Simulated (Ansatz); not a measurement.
Basis-set series for C3H4FN (`C=CC(=N)F`). Charge 0, multiplicity 1. Geometry: relaxed with PBE0-D4/def2-TZVP. It is one conformer, not always the lowest.

```tsv
functional	basis	functions	energy (Eh)	HOMO (eV)	LUMO (eV)
PBE0-D4	def2-SVP	90	-270.79143	-7.98	-1.28
PBE0-D4	def2-TZVPP	211	-271.10492	-8.10	-1.48
ωB97M-V	def2-SVP	90	-270.98427	-10.14	0.97
ωB97M-V	def2-TZVPP	211	-271.30896	-10.27	0.69
```

(1) Give the rows for def2-QZVPP. (Estimate.)

Results:

(1) The calculation gave: 
```tsv
functional	basis	functions	energy (Eh)	HOMO (eV)	LUMO (eV)
PBE0-D4	def2-QZVPP	405	-271.11921	-8.13	-1.53
ωB97M-V	def2-QZVPP	405	-271.32246	-10.30	0.60
```

Positive LUMOs are unbound and depend on the basis.

Program: Ansatz 0.2.0.
